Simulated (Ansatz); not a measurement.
Two shapes of singlet PHO.

Shape 1:

```xyz
3

H     0.0377    0.2638   -1.1802
P     0.0104   -0.5624   -0.0297
O    -0.0476    0.2957    1.1708
```

Shape 2:

```xyz
3

H     0.0000    0.3200   -1.2696
P     0.0000   -0.6527   -0.0050
O     0.0000    0.3327    1.2746
```

Basis set: def2-SVP (spherical functions). Left uncorrelated: 6 orbitals. Charge 0, multiplicity 1.

Computed with Ansatz (development build ahead of 0.2.0); each method stands on the lowest determinant of its kind that the runs found.

(1) Which shape is lower in energy, and by how much in each method?

Results:

(1)

```json
{"method": "RHF", "E(2) − E(1) (eV)": "0.837"}
{"method": "UHF", "E(2) − E(1) (eV)": "0.369"}
{"method": "RHF-MP2", "E(2) − E(1) (eV)": "0.295"}
{"method": "RHF-CCSD(T)", "E(2) − E(1) (eV)": "0.295"}
{"method": "UHF-CCSD(T)", "E(2) − E(1) (eV)": "0.349"}
```

Shape 1 is lower. Caution for RHF, RHF-MP2, RHF-CCSD(T): an unrestricted determinant lies well below. Caution for UHF, UHF-CCSD(T): the unrestricted determinant is spin contaminated. Caution for UHF-CCSD(T): a plain start can end on a higher determinant; another reference gives a lower total.
